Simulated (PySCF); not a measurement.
# CH2BCl (SMILES B[C]Cl): UPBE/cc-pVTZ

What is the vertical ionisation energy of CH2BCl at UPBE/cc-pVTZ? The job is set up through a Python script.

The calculation is run with PySCF 2.14.0.

### Step 1. The system as given

CH2BCl has 5 atoms, charge 0, and is taken as a triplet. SMILES: `B[C]Cl`. The shape is that of a GFN2-xTB optimisation.

Bond lengths: B1–C2 1.474 Å, C2–Cl3 1.628 Å, B1–H4 1.177 Å, B1–H5 1.169 Å. Angles: B1–C2–Cl3 141.8°, C2–B1–H4 120.1°, C2–B1–H5 119.8°, H4–B1–H5 120.1°.

### Step 2. A single-point energy at UPBE/cc-pVTZ

Input file run.py:

```python
from pyscf import gto, dft

system = gto.M(
    atom='''
B        0.414180       0.139370      -0.472520
C       -0.487440       0.280880       0.684730
Cl      -1.470630      -0.583120       1.652980
H        0.575730      -0.915570      -0.969770
H        0.968160       1.078440      -0.895430
''',
    basis='cc-pvtz',
    verbose=3,
    max_memory=1860,
    spin=2,
)

ks = dft.UKS(system)
ks.xc = 'pbe'
ks.conv_tol = 1e-10
ks.grids.level = 1
ks.kernel()
if not ks.converged:
    ks = ks.newton().run(ks.mo_coeff, ks.mo_occ)

e_final = ks.e_tot
print(f'total energy: {e_final:.8f} hartree')
```

Command:

```bash
$ OMP_NUM_THREADS=1 python run.py
```

Log:

```text
WARN: HOMO -0.19323083127586 >= LUMO -0.238092414351065

converged SCF energy = -523.978979466098  <S^2> = 2.0051353  2S+1 = 3.0034216
total energy: -523.97897947 hartree
```

Run time: 7.8 s. Hardware: 1 thread of Arm Neoverse V1, shared host; peak memory 0.42 GiB.

### Step 3. The doublet cation, same level

Input file job.py:

```python
from pyscf import gto, dft

system = gto.M(
    atom='''
B      0.782687     0.263371    -0.892933
C     -0.921128     0.530786     1.293952
Cl    -2.779088    -1.101937     3.123679
H      1.087972    -1.730177    -1.832600
H      1.829557     2.037956    -1.692117
''',
    charge=1,
    basis='cc-pvtz',
    unit='bohr',
    max_memory=1860,
    verbose=4,
    spin=1,
)

ks = dft.UKS(system, xc='pbe')
ks.conv_tol = 1e-10
ks.grids.level = 1
ks.kernel()
if not ks.converged:
    ks = ks.newton().run(ks.mo_coeff, ks.mo_occ)

e_tot = ks.e_tot
print(f'total energy: {e_tot:.8f} hartree')
```

Command:

```bash
$ OMP_NUM_THREADS=1 python job.py
```

Log:

```text
PySCF version 2.14.0

[... 57 lines left out ...]
WARN: HOMO -0.238092438640891 >= LUMO -0.238092438640887
[... 54 lines left out ...]
converged SCF energy = -523.652679553562  <S^2> = 0.75567093  2S+1 = 2.0056629
total energy: -523.65267955 hartree
```

Run time: 8.4 s. Hardware: 1 thread of Arm Neoverse V1, shared host; peak memory 0.42 GiB.

### Step 4. What came out

Level: UPBE/cc-pVTZ.

```
                                          quantity          value
                      triplet CH2BCl: total energy  -523.97898 Eh
                     triplet CH2BCl: dipole moment         1.09 D
triplet CH2BCl: HOMO energy (highest over α and β)       -5.35 eV
 triplet CH2BCl: LUMO energy (lowest over α and β)       -4.71 eV
                              triplet CH2BCl: ⟨S²⟩          2.005
                      doublet cation: total energy  -523.65268 Eh
doublet cation: HOMO energy (highest over α and β)      -13.40 eV
 doublet cation: LUMO energy (lowest over α and β)      -12.34 eV
                              doublet cation: ⟨S²⟩          0.756
vertical ionisation energy (to the doublet cation)       8.879 eV
```

In words: The vertical ionisation energy comes to 8.88 eV (205 kcal/mol). Mulliken charges (doublet cation) run from +0.06 on B1 to +0.46 on Cl3; they depend strongly on the basis.
